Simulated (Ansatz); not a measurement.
System: rock-salt TiC. Method: r²SCAN in Ansatz (PAW).

A relaxed, unreconstructed slab of the (110) face has 16 atoms, two equal faces of 13.245 Å² each and an energy of -22057.6643 eV. A bulk cell of 4 atoms with the same orientation and in-plane k mesh has -5516.0299 eV. Energies are extrapolated to zero smearing.

Settings: plane-wave cutoff 500 eV, 10×14×1 k mesh (along the axes of the cell as run), Fermi–Dirac smearing 0.05 eV, scalar-relativistic PAW data made under PBE.

Worked out: γ = (E_slab − N E_bulk per atom)/2A = [-22057.6643 − 16 × (-5516.0299/4)]/(2 × 13.245) = 0.2437 eV/Å². With 16.022 J/m² per eV/Å² this is 3.90 J/m², or 3.23 eV per surface cell and face.

Ansatz is a quantum-chemistry and plane-wave program.
